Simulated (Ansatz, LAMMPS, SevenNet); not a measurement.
## How well does each level of theory give the lattice parameter c of A-type hexagonal La2O3?

Reference value: 6.13 Å (measured, temperature not stated, not corrected to a static lattice; as tabulated in Rustad et al. (2011), arXiv:1107.4261).

Question: What do ionic model ilett1993, SevenNet-0, LDA, PBE, PBE+SOC, PBE-D4, rVV10, r²SCAN+SOC, HSE06 give, and how far is each from the reference?

Answer: 
```csv
level (code),value (Å),difference (%)
"ionic model ilett1993 (shell model, LAMMPS)",6.056,-1.21
SevenNet-0,6.185,+0.90
LDA (Ansatz),5.951,-2.92
PBE (Ansatz),6.187,+0.93
PBE+SOC (Ansatz),6.187,+0.93
PBE-D4 (Ansatz),6.105,-0.41
rVV10 (Ansatz),6.193,+1.03
r²SCAN+SOC (Ansatz),6.126,-0.07
HSE06 (Ansatz),6.138,+0.13
```

The reference's temperature isn't stated, so close values are not ranked against it. Off by more than 1.75 %, or 2.45 % on the side where a correction would as a rule narrow the miss (bounds picked here): LDA (-2.92 %).

The reference isn't brought to a static lattice, while the calculations are for one, so the differences are not the levels' errors alone.  Cutoffs and k meshes differ between the levels. Ansatz's density-functional and Hartree–Fock values are scalar-relativistic unless marked +SOC, with PAW data made under PBE.

Empirical potentials (ionic model ilett1993) are fitted to chosen data: where that held the value shown, agreement is built in, and what lay outside the fit can be far off. Machine-learned potentials (SevenNet-0) are trained on DFT data: a solid inside that data is no test of them.

Differences are worked out from the printed values.

Ansatz is a first-principles code.
